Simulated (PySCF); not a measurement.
## Shieldings and the share of exact exchange

Molecule: SMILES C1C(C(=C)F)=C1, C₅H₅F.

Mapped SMILES: `[CH2:1]=[C:2]([F:3])[C:4]1=[CH:5][CH2:6]1`; H(Xn) means a hydrogen on atom n. Ha(C1) is cis to F3; Hb(C1) is trans to F3.

GIAO shieldings (ppm, equivalent atoms averaged) in PySCF 2.14.0 with density-fitted response routines on the PBE0-D3(BJ)/def2-SVP geometry, basis pcSseg-2, gas phase, non-relativistic:

```tsv
functional	exact exchange (%)	σ(C6)	σ(F3)
BLYP	0	164.2	262.5
BP86	0	167.6	261.8
PBE	0	168.0	259.9
B3LYP	20	169.5	281.4
PBE0	25	174.0	283.3
BHandHLYP	50	176.2	305.7
HF	100	186.2	338.2
```

Question: Fit each shielding as a line in the percentage of exact exchange.

Answer: σ(C6) = 166.8 + 0.20 x (rms 1.5 ppm); σ(F3) = 263.0 + 0.78 x (rms 2.4 ppm). The functionals also differ in their semilocal parts, which the line can't hold; Hartree–Fock has no correlation at all.

Question: What does the line predict for mPW1PW91 (25 %), and what does the run give?

Answer: σ(C6): 171.8 predicted, 173.2 computed; σ(F3): 282.5 predicted, 284.1 computed ppm.
